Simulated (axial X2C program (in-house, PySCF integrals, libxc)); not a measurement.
# Levels of PN⁻ by electron attachment to PN (EOM-EA-CCSD)

Computed with an axial X2C code built on PySCF integrals: two-component X2C with atomic mean-field Coulomb and Gaunt terms, Gaussian nuclei, basis P dyall-av3z, N dyall-av3z with contracted cores.

R = 1.486 Å (near the PBE0 minimum at charge 0 of the determinant lowest at the starting distance; the state shown can have its own minimum elsewhere).

Hartree–Fock spinors of PN (one of each Kramers pair; a window near the gap, which can cut inner shells):

| ω | occupied | ε (eV) | character |
| --- | --- | --- | --- |
| 1/2 | yes | -31.05 | 50% N s, 19% P s, 13% P p |
| 1/2 | yes | -18.14 | 34% P s, 29% N p, 15% P p |
| 1/2 | yes | -13.21 | 47% N p, 27% P p, 12% P s |
| 1/2 | yes | -12.09 | 54% N p, 36% P p, 4% N d |
| 3/2 | yes | -12.09 | 54% N p, 35% P p, 4% N d |
| 1/2 | no | 0.72 | 56% P p, 22% P d, 15% N p |
| 3/2 | no | 0.72 | 57% P p, 22% P d, 15% N p |
| 1/2 | no | 1.17 | 56% P p, 41% P s |
| 1/2 | no | 1.44 | 49% P s, 34% P p, 8% N p |
| 1/2 | no | 1.96 | 73% P p, 12% N p, 8% P d |
| 3/2 | no | 1.96 | 73% P p, 12% N p, 8% P d |

Levels of PN⁻ obtained by attaching an electron to PN:

```json
{"Ω": "1/2", "binding energy (eV)": "-0.165", "above lowest (cm⁻¹)": "0", "attached spinor": "46% P pπ, 24% P dπ, 21% N pπ", "one-particle weight": "0.95"}
{"Ω": "3/2", "binding energy (eV)": "-0.175", "above lowest (cm⁻¹)": "77", "attached spinor": "47% P pπ, 24% P dπ, 20% N pπ", "one-particle weight": "0.95"}
{"Ω": "1/2", "binding energy (eV)": "-1.009", "above lowest (cm⁻¹)": "6803", "attached spinor": "49% P sσ, 47% P pσ", "one-particle weight": "0.99"}
{"Ω": "1/2", "binding energy (eV)": "-1.229", "above lowest (cm⁻¹)": "8581", "attached spinor": "41% P pσ, 40% P sσ, 9% P dσ", "one-particle weight": "0.99"}
{"Ω": "1/2", "binding energy (eV)": "-1.654", "above lowest (cm⁻¹)": "12011", "attached spinor": "84% P pπ, 10% N pπ", "one-particle weight": "0.98"}
{"Ω": "3/2", "binding energy (eV)": "-1.661", "above lowest (cm⁻¹)": "12061", "attached spinor": "84% P pπ, 10% N pπ", "one-particle weight": "0.98"}
{"Ω": "1/2", "binding energy (eV)": "-2.795", "above lowest (cm⁻¹)": "21208", "attached spinor": "77% N pσ, 14% P dσ", "one-particle weight": "0.99"}
```

(1) What is the splitting of the first π pair in the table, and is it regular or inverted?

Negative binding energies belong to unbound states, resonances or levels that the basis set holds; within some tenths of an eV of zero the sign is not settled.

This point took 16 s on 1 thread of Intel(R) Xeon(R) Processor @ 2.30GHz (shared host).

Reference electrons by ω block (each with its −ω partner): 1/2: 9, 3/2: 2. 10 electrons of PN correlated (inner shells frozen), 92 natural virtual spinors (a truncated set); levels can be off by some tenths of an eV. Roots sought by Ω: (1/2: 5, 3/2: 4, 5/2: 2, 7/2: 1); the list ends where they run out and leaves out roots under 60 % one-particle weight. The solver can skip a root, and states that need a further excitation, which the method places far too high, are missing though they may lie low or lowest. T1 of the reference 0.020 (Lee–Taylor). Number of frozen shells: P 2 s, 1 p; N 1 s.

Results:

(1) E(3/2) − E(1/2) = 77 − 0 = 77 cm⁻¹ at EOM-EA-CCSD: regular, Ω = 1/2 lower. Splittings at this level can be off by ten to twenty per cent.
